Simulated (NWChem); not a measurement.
**C2H3N (acetonitrile): levels of theory compared**

Wanted: a comparison of 6 runs (HF/3-21G, B3LYP/6-31G*, PBE/def2-TZVP, SVWN5/def2-TZVP, r2SCAN/def2-TZVP) of C2H3N (acetonitrile). 

Program for the calculation: NWChem 7.3.0.

1 further run of the same task is left out (it didn't finish). Runs told in other sessions of the task aren't counted.

## Step 1: The system as given

The species is C2H3N (6 atoms), meant as a singlet with charge 0. As SMILES, `CC#N`. Geometry: relaxed at PBE0-D4/def2-TZVP.

Bond lengths: C1–C2 1.449 Å, C2–N3 1.149 Å, C1–H4 1.091 Å, C1–H5 1.091 Å, C1–H6 1.091 Å. Angles: C1–C2–N3 180.0°, C2–C1–H4 110.1°, C2–C1–H5 110.1°, C2–C1–H6 110.1°, H4–C1–H5 108.8°, H4–C1–H6 108.8°, H5–C1–H6 108.8°.

## Step 2: Energy and gradient at HF/3-21G (run 1)

File mymol.xyz:

```xyz
6
C2H3N
C     -0.280940     0.335300    -0.214270
C      0.554920    -0.662210     0.423280
N      1.217610    -1.453160     0.928690
H      0.116120     0.582760    -1.199830
H     -1.297020    -0.044950    -0.329220
H     -0.310690     1.242250     0.391350
```

File run.py:

```python
from ase.io import read
from ase.calculators.nwchem import NWChem

system = read('mymol.xyz')

calc = NWChem(
    label='mymol',
    theory='scf',
    memory='2200 mb',
    basis='3-21G',
    basispar='spherical bse',
    scf={'nopen': '0', 'rhf': None, 'thresh': '1e-08', 'maxiter': '80', 'print': 'low'},
)
system.calc = calc

forces = system.get_forces()
e = system.get_potential_energy()
print(f"E = {e:.6f} eV")
print("forces (eV/A):")
for s, f in zip(system.symbols, forces):
    print(f"{s:2s} {f[0]:10.5f} {f[1]:10.5f} {f[2]:10.5f}")
```

Started as:

```sh
export ASE_NWCHEM_COMMAND="nwchem PREFIX.nwi > PREFIX.nwo"
python run.py
```

Log:

```text
E = -3569.898550 eV
forces (eV/A):
C    -0.28118    0.33532   -0.21458
C     0.99013   -1.18183    0.75508
N    -0.83412    0.99579   -0.63599
H    -0.13102   -0.04669    0.26282
H     0.26683    0.13010    0.01769
H    -0.01064   -0.23263   -0.18497
```

The calculator wrote mymol.nwi:

```
title "mymol"

permanent_dir mymol

scratch_dir mymol

start mymol

geometry units angstrom nocenter noautosym noautoz
  C  -2.8094000000000002e-01 3.3529999999999999e-01 -2.1426999999999999e-01
  C  5.5491999999999997e-01 -6.6220999999999997e-01 4.2327999999999999e-01
  N  1.2176100000000001e+00 -1.4531600000000000e+00 9.2869000000000002e-01
  H  1.1612000000000000e-01 5.8275999999999994e-01 -1.1998300000000000e+00
  H  -1.2970200000000001e+00 -4.4949999999999997e-02 -3.2922000000000001e-01
  H  -3.1069000000000002e-01 1.2422500000000001e+00 3.9134999999999998e-01
end

memory 2200 mb

basis spherical bse noprint
   * library 3-21G
end

scf
  nopen 0
  rhf
  thresh 1e-08
  maxiter 80
  print low
end

task scf gradient
```

mymol.nwo:

```text
Northwest Computational Chemistry Package (NWChem) 7.3.0
             --------------------------------------------------------

           Job information
           ---------------

    nwchem branch   = 7.3.0
    use scalapack   = T
    input           = mymol.nwi
    prefix          = mymol.
    data base       = mymol/mymol.db
    status          = startup
    nproc           =        1

           Memory information
           ------------------

[... 5 lines left out ...]
    hardfail = no
[... 107 lines left out ...]
       Final RHF  results
[... 3 lines left out ...]
      One-electron energy =   -292.603415100083
[... 1 line left out ...]
 Nuclear repulsion energy =     58.755201010644
[... 6 lines left out ...]
                         RHF ENERGY GRADIENTS

    atom               coordinates                        gradient
                 x          y          z           x          y          z
   1 C      -0.530900   0.633625  -0.404912    0.005468  -0.006521   0.004173
   2 C       1.048647  -1.251395   0.799883   -0.019255   0.022983  -0.014684
   3 N       2.300949  -2.746074   1.754970    0.016221  -0.019365   0.012368
   4 H       0.219435   1.101257  -2.267350    0.002548   0.000908  -0.005111
   5 H      -2.451012  -0.084943  -0.622136   -0.005189  -0.002530  -0.000344
   6 H      -0.587119   2.347512   0.739544    0.000207   0.004524   0.003597

 Task  times  cpu:        0.4s     wall:        0.4s
 Total times  cpu:        0.5s     wall:        0.5s
```

Wall time 1.4 s (1 thread of AMD EPYC 9B14 (Zen 4), shared host); peak memory 0.099 GiB.

## Step 3: Energy and forces at B3LYP/6-31G(d) (Cartesian functions) (run 2)

File c2h3n.nw:

```
start c2h3n
memory total 2200 mb

geometry units angstrom noautosym nocenter noautoz
   C    -0.280940    0.335300   -0.214270
   C     0.554920   -0.662210    0.423280
   N     1.217610   -1.453160    0.928690
   H     0.116120    0.582760   -1.199830
   H    -1.297020   -0.044950   -0.329220
   H    -0.310690    1.242250    0.391350
end

basis "ao basis" cartesian
   * library 6-31G*
end

dft
   xc b3lyp
   grid xfine
   convergence energy 1e-08
   maxiter 100
   mulliken
   print low
end

task dft gradient
```

Started as:

```sh
nwchem c2h3n.nw > c2h3n.out
```

Log:

```text
[...]
 d= 0,ls=0.0,diis     1   -132.6640879094 -1.91D+02  3.16D-02  7.28D-01     1.1
[...]
 d= 0,ls=0.0,diis    10   -132.7544937292 -6.14D-09  2.47D-07  2.32D-10     8.4
         Total DFT energy =     -132.754493729187
      One electron energy =     -294.182561191749
           Coulomb energy =      121.483048748034
    Exchange-Corr. energy =      -18.810182296116
 Nuclear repulsion energy =       58.755201010644
[...]
      Total Density - Mulliken Population Analysis
     ---------------------------------------------
    Atom       Charge   Shell Charges
 -----------   ------   -------------------------------------------------------
    1 C    6     6.52   1.99  0.68  2.17  0.63  1.03  0.03
    2 C    6     5.65   1.99  0.73  2.00  0.33  0.60 -0.01
    3 N    7     7.45   1.99  0.84  2.27  1.10  1.27 -0.02
    4 H    1     0.79   0.52  0.27
    5 H    1     0.79   0.52  0.27
    6 H    1     0.79   0.52  0.27
[...]
                         DFT ENERGY GRADIENTS
    atom               coordinates                        gradient
                 x          y          z           x          y          z
   1 C      -0.530900   0.633625  -0.404912    0.002183  -0.002601   0.001667
   2 C       1.048647  -1.251395   0.799883    0.011109  -0.013260   0.008473
   3 N       2.300949  -2.746074   1.754970   -0.016288   0.019438  -0.012424
   4 H       0.219435   1.101257  -2.267350   -0.000190  -0.001173   0.002354
   5 H      -2.451012  -0.084943  -0.622136    0.002551   0.000044   0.000666
   6 H      -0.587119   2.347512   0.739544    0.000634  -0.002448  -0.000735
 Task  times  cpu:        9.9s     wall:        9.9s
 Total times  cpu:        9.9s     wall:        9.9s
```

Wall time 11 s (1 thread of AMD EPYC 9B14 (Zen 4), shared host); peak memory 0.13 GiB.

Runs 3 to 5 aren't shown in full; the table further down has their settings and results.

## Step 4: Energy and forces at r2SCAN/def2-TZVP (run 6)

File test.nw:

```
START test
TITLE "C2H3N r2SCAN"
memory stack 880 mb heap 220 mb global 1100 mb
charge 0

GEOMETRY units angstrom noautosym nocenter noautoz
C    -0.280940    0.335300   -0.214270
C     0.554920   -0.662210    0.423280
N     1.217610   -1.453160    0.928690
H     0.116120    0.582760   -1.199830
H    -1.297020   -0.044950   -0.329220
H    -0.310690    1.242250    0.391350
END

BASIS spherical bse
* library def2-TZVP
END

DFT
xc r2scan
grid fine
convergence energy 1e-08
maxiter 100
mulliken
print medium
END

TASK dft gradient
```

Started as:

```sh
nwchem test.nw > test.out
```

Log:

```text
[...]
          Wavefunction type:  closed shell.
          No. of atoms     :     6
          No. of electrons :    22
[...]
          Charge           :     0
          Spin multiplicity:     1
[...]
          AO basis - number of functions:   111
[...]
              XC Information
              --------------
                      r^2SCAN Method XC Functional
               r^2SCAN metaGGA Exchange Functional  1.000
                     r^2SCAN Correlation Potential  1.000
[...]
 d= 0,ls=0.0,diis     1   -132.6457919787 -1.91D+02  1.48D-02  6.55D-01     2.1
[...]
 d= 0,ls=0.0,diis    10   -132.7231282669 -6.97D-09  2.03D-07  3.22D-09    17.5
         Total DFT energy =     -132.723128266923
      One electron energy =     -294.202562638706
           Coulomb energy =      121.468208048026
    Exchange-Corr. energy =      -18.743974686887
 Nuclear repulsion energy =       58.755201010644
[...]
  wavefunction    = closed shell
                         DFT ENERGY GRADIENTS
    atom               coordinates                        gradient
                 x          y          z           x          y          z
   1 C      -0.530900   0.633625  -0.404912   -0.000267   0.000316  -0.000198
   2 C       1.048647  -1.251395   0.799883    0.006231  -0.007437   0.004753
   3 N       2.300949  -2.746074   1.754970   -0.006295   0.007510  -0.004802
   4 H       0.219435   1.101257  -2.267350    0.000042  -0.000129   0.000174
   5 H      -2.451012  -0.084943  -0.622136    0.000203  -0.000059   0.000079
   6 H      -0.587119   2.347512   0.739544    0.000086  -0.000200  -0.000005
[...]
```

It took 25 s on 1 thread of AMD EPYC 9B14 (Zen 4), shared host; peak memory 0.13 GiB.

## Step 5: The series

```
run                               level  Cartesian functions  iteration cap  energy (Eh)  largest force (eV/Å)  wall time
  1                            HF/3-21G                   no             80  -131.191353                 1.717      1.4 s
  2  B3LYP/6-31G* (Cartesian functions)                  yes            100  -132.754494                 1.452       11 s
  3  B3LYP/6-31G* (spherical functions)                   no            100  -132.751052                 1.436      9.9 s
  4                       PBE/def2-TZVP                   no            100  -132.634709                 1.596       24 s
  5                     SVWN5/def2-TZVP                   no            100  -131.626008                 1.176       19 s
  6                    r2SCAN/def2-TZVP                   no            100  -132.723128                 0.561       25 s
```

## Step 6: Summary of results

```
                       quantity          value
            run 6: total energy  -132.72313 Eh
           run 6: dipole moment         4.05 D
             run 6: HOMO energy       -8.37 eV
             run 6: LUMO energy        0.14 eV
           run 6: HOMO–LUMO gap        8.50 eV
run 6: largest force on an atom     0.561 eV/Å
```

Over runs 3, 4, 5, 6 the dipole moment (its size) runs from 3.79 D (B3LYP/6-31G*) to 4.05 D (SVWN5/def2-TZVP). The two ends differ in method and basis. Over runs 4, 5, 6 the HOMO–LUMO gap runs from 7.89 eV (SVWN5/def2-TZVP) to 8.50 eV (r2SCAN/def2-TZVP). Totals of different functionals can't be ranked against each other. All runs together took 89 s, the longest 25 s.
